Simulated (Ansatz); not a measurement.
# ZrS⁺, doublet: from triple and quadruple zeta to the limit

```xyz
2

Zr    0.0000    0.0000    0.0000
S     0.0000    0.0000    2.1829
```

Ansatz 0.2.0, UHF determinant, valence electrons correlated, core potentials past Kr. Energies in eV.

```csv
set,X,functions,Hartree–Fock,MP2 correlation,CCSD(T) correlation,time
def2-TZVPP,3,98,-12077.1992,-6.4974,-7.3595,"51 s on 1 × NVIDIA H100 80GB HBM3 with 1 thread of AMD EPYC 7R13 Processor (Zen 3), on a shared host"
def2-QZVPP,4,151,-12077.5471,-6.9764,-7.8121,"76 s on 1 × NVIDIA H100 80GB HBM3 with 1 thread of AMD EPYC 7R13 Processor (Zen 3), on a shared host"
```

Hartree–Fock is taken to follow E(X) = E∞ + A·exp(−7.88·√X), correlation E(X) = E∞ + B·X^−2.97.

Cautions: no spin-orbit coupling; outer-core shells of the metal frozen; raised T1 diagnostic; ⟨S²⟩ of the determinant is 0.93 against 0.75, spin contaminated.

**Question.** Work out the CCSD(T) energy at the limit, and how far the shortcut misses it that extrapolates MP2 and adds CCSD(T) minus MP2 from the smaller set.

**Answer.** Hartree–Fock: E∞ = E4 + 0.1377·(E4 − E3) = -12077.5950. Correlation: E∞ = E4 + 0.7407·(E4 − E3) = -8.1473 for CCSD(T) and -7.3312 for MP2. The limit is -12085.7424 eV, 0.383 eV below def2-QZVPP. The shortcut gives a correlation energy of -7.3312 + (-0.8622) = -8.1934, 46 meV lower than the direct value.

Past Ne part of the Hartree–Fock step between the two sets comes from the cores, which don't follow the formula, so the 48 meV that it adds to the total can overshoot; that part largely cancels in differences.

The exponents were fitted on light atoms, and def2 sets of heavy atoms don't grow evenly, so the limit is rough here.
